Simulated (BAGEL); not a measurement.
**C3H2ClF (SMILES FC1=CC1Cl) at B3LYP/6-31G(d) (density fitting with qzvpp-jkfit, spherical functions)**

Aim: the energy change on altering one bond length of C3H2ClF at B3LYP/6-31G* (density fitting with qzvpp-jkfit, spherical functions), from 2 runs. 

The results are computed with BAGEL 1.2.2.

## Step 1: Starting point

C3H2ClF has 7 atoms, charge 0, and is taken as a singlet. As SMILES, `FC1=CC1Cl`. The shape is that of a PBE0-D4/def2-TZVP optimisation.

Bond lengths: F1–C2 1.299 Å, C2–C3 1.288 Å, C2–C4 1.439 Å, C3–C4 1.503 Å, C4–Cl5 1.797 Å, C3–H6 1.075 Å, C4–H7 1.086 Å. Some angles: F1–C2–C3 149.0°, F1–C2–C4 144.3°, C3–C2–C4 66.6°, C2–C3–C4 61.5°, C2–C4–C3 51.9°, C2–C4–Cl5 120.4°, C3–C4–Cl5 119.9°, C2–C3–H6 154.3°, C4–C3–H6 144.1°, C2–C4–H7 124.6°.

## Step 2: A single-point energy at B3LYP/6-31G(d) (density fitting with qzvpp-jkfit, spherical functions)

The input, input.json:

```json
{ "bagel" : [

{
  "title" : "molecule",
  "basis" : "6-31gs.json",
  "df_basis" : "qzvpp-jkfit",
  "angstrom" : "true",
  "geometry" : [
    { "atom" : "F", "xyz" : [    0.416000,   -2.094500,   -0.334400 ] },
    { "atom" : "C", "xyz" : [    0.254800,   -0.851400,    0.006900 ] },
    { "atom" : "C", "xyz" : [    0.154700,    0.033300,    0.937200 ] },
    { "atom" : "C", "xyz" : [    0.000700,    0.474100,   -0.491600 ] },
    { "atom" : "Cl", "xyz" : [   -1.623600,    0.912000,   -1.122900 ] },
    { "atom" : "H", "xyz" : [    0.123900,    0.365700,    1.959300 ] },
    { "atom" : "H", "xyz" : [    0.734800,    1.092800,   -1.000200 ] }
  ]
},
{ "title" : "ks", "xc_func" : "b3lyp" },
{ "title" : "print", "file" : "orbitals.molden", "orbitals" : "true" }

]}
```

The basis set 6-31G* is read from a file made from the Basis Set Exchange's data (not shown).

Command:

```sh
$ BAGEL_NUM_THREADS=1 BAGEL input.json > input.out
```

Log:

```text
* using 1 threads per process

  ===============================================================
  ===============================================================

  *** Geometry ***

  { "atom" : "F", "xyz" : [      0.786126,     -3.958031,     -0.631924 ] },
  { "atom" : "C", "xyz" : [      0.481502,     -1.608913,      0.013039 ] },
  { "atom" : "C", "xyz" : [      0.292341,      0.062928,      1.771051 ] },
  { "atom" : "C", "xyz" : [      0.001323,      0.895919,     -0.928989 ] },
  { "atom" : "Cl", "xyz" : [     -3.068159,      1.723430,     -2.121973 ] },
  { "atom" : "H", "xyz" : [      0.234137,      0.691073,      3.702540 ] },
  { "atom" : "H", "xyz" : [      1.388571,      2.065093,     -1.890104 ] },

  Number of auxiliary basis functions:      466

  Since a DF basis is specified, we compute 2- and 3-index integrals:
    o Being stored without compression. Storage requirement is 0.023 GB

  Number of basis functions:       78
  Number of electrons      :       46

    * METHOD: MOLECULE                             0.18

  *** Kohn-Sham DFT ***

    * Removing 13258 points whose weight is below 1.00e-10
    * Grid points: 91084

  === Nuclear Repulsion ===
   195.7062309754

       - DIIS with orbital gradients will be used.

  === KS iteration (b3lyp / 6-31gs.json) ===
      0       -650.05737132          0.14475728           0.24
      1       -615.15520133          0.20343893           0.24
      2       -628.93429197          0.21343712           0.24
      3       -662.31877446          0.13778749           0.24
      4       -672.31512727          0.08054545           0.24
      5       -675.22509505          0.02452443           0.24
      6       -675.31018916          0.01907160           0.24
      7       -675.43417045          0.00414448           0.24
      8       -675.44081439          0.00100046           0.24
      9       -675.44126294          0.00015395           0.24
     10       -675.44126998          0.00011981           0.25
     11       -675.44127612          0.00001694           0.24
     12       -675.44127622          0.00000845           0.24
     13       -675.44127625          0.00000230           0.25
     14       -675.44127625          0.00000114           0.25
     15       -675.44127625          0.00000017           0.25
     16       -675.44127625          0.00000006           0.25
     17       -675.44127625          0.00000004           0.24
     18       -675.44127625          0.00000002           0.24
     19       -675.44127625          0.00000000           0.24
    * SCF iteration converged.

    * Permanent dipole moment:
           (   -0.731287,     0.041999,    -0.625812) a.u.

    * METHOD: KS                                   5.17

    * METHOD: PRINT                                0.01

  ===============================================================
```

Wall time 5.7 s (1 thread of Arm Neoverse V2, shared host); peak memory 0.36 GiB.

## Step 3: The distorted shape

The input, dft.json:

```json
{ "bagel": [

{
  "title": "molecule",
  "basis": "6-31gs.json",
  "df_basis": "qzvpp-jkfit",
  "angstrom": true,
  "geometry": [
    { "atom": "F", "xyz": [    0.195757,   -2.280121,   -0.181811 ] },
    { "atom": "C", "xyz": [    0.034557,   -1.037021,    0.159489 ] },
    { "atom": "C", "xyz": [   -0.065543,   -0.152321,    1.089789 ] },
    { "atom": "C", "xyz": [   -0.219543,    0.288479,   -0.339011 ] },
    { "atom": "Cl", "xyz": [   -1.843843,    0.726379,   -0.970311 ] },
    { "atom": "H", "xyz": [   -0.096343,    0.180079,    2.111889 ] },
    { "atom": "H", "xyz": [    0.734800,    1.092800,   -1.000200 ] }
  ]
},
{ "title": "ks", "xc_func": "b3lyp", "charge": 0 },
{ "title": "print", "file": "orbitals.molden", "orbitals": true }

]}
```

The basis set 6-31G* is read from a file made from the Basis Set Exchange's data (not shown).

Command:

```sh
$ BAGEL_NUM_THREADS=1 BAGEL dft.json > dft.out
```

Log:

```text
* using 1 threads per process

  ===============================================================
  ===============================================================

  *** Geometry ***

  { "atom" : "F", "xyz" : [      0.369927,     -4.308804,     -0.343573 ] },
  { "atom" : "C", "xyz" : [      0.065303,     -1.959686,      0.301391 ] },
  { "atom" : "C", "xyz" : [     -0.123858,     -0.287845,      2.059403 ] },
  { "atom" : "C", "xyz" : [     -0.414876,      0.545146,     -0.640638 ] },
  { "atom" : "Cl", "xyz" : [     -3.484358,      1.372657,     -1.833622 ] },
  { "atom" : "H", "xyz" : [     -0.182062,      0.340300,      3.990892 ] },
  { "atom" : "H", "xyz" : [      1.388571,      2.065093,     -1.890104 ] },

  Number of auxiliary basis functions:      466

  Since a DF basis is specified, we compute 2- and 3-index integrals:
    o Being stored without compression. Storage requirement is 0.023 GB

  Number of basis functions:       78
  Number of electrons      :       46

    * METHOD: MOLECULE                             0.18

  *** Kohn-Sham DFT ***

    * Removing 12926 points whose weight is below 1.00e-10
    * Grid points: 91416

  === Nuclear Repulsion ===
   194.2658691929

       - DIIS with orbital gradients will be used.

  === KS iteration (b3lyp / 6-31gs.json) ===
      0       -650.12581193          0.14454015           0.25
      1       -615.06669902          0.20272756           0.23
      2       -629.54016527          0.21108863           0.23
      3       -661.77198747          0.14089356           0.23
      4       -672.16145677          0.08232928           0.23
      5       -675.19362140          0.02422461           0.23
      6       -675.26395502          0.01986568           0.23
      7       -675.39773681          0.00428423           0.23
      8       -675.40495160          0.00088369           0.23
      9       -675.40531314          0.00021231           0.23
     10       -675.40533297          0.00014314           0.23
     11       -675.40534117          0.00002074           0.23
     12       -675.40534142          0.00000673           0.23
     13       -675.40534144          0.00000289           0.23
     14       -675.40534145          0.00000080           0.23
     15       -675.40534145          0.00000022           0.23
     16       -675.40534145          0.00000009           0.23
     17       -675.40534145          0.00000007           0.24
     18       -675.40534145          0.00000002           0.23
     19       -675.40534145          0.00000000           0.23
    * SCF iteration converged.

    * Permanent dipole moment:
           (   -0.615393,     0.120021,    -0.697368) a.u.

    * METHOD: KS                                   4.98

    * METHOD: PRINT                                0.01

  ===============================================================
```

Run time: 5.4 s. Hardware: 1 thread of Arm Neoverse V2, shared host; peak memory 0.36 GiB.

## Step 4: Outcome

Level: B3LYP/6-31G* (density fitting with qzvpp-jkfit, spherical functions).

| quantity | value |
| --- | --- |
| first shape: total energy | -675.44128 Eh |
| first shape: dipole moment | 2.45 D |
| first shape: HOMO energy | -7.69 eV |
| first shape: LUMO energy | 0.07 eV |
| first shape: HOMO–LUMO gap | 7.76 eV |
| distorted shape: total energy | -675.40534 Eh |
| distorted shape: dipole moment | 2.38 D |
| distorted shape: HOMO energy | -7.63 eV |
| distorted shape: LUMO energy | -0.02 eV |
| distorted shape: HOMO–LUMO gap | 7.60 eV |
| energy change with the C4–H7 bond stretched from 1.086 to 1.412 Å | 0.978 eV |

With the C4–H7 bond stretched from 1.086 to 1.412 Å the energy rises by 0.98 eV (94.3 kJ/mol). The first shape isn't relaxed at this level, so the change isn't measured from a minimum.
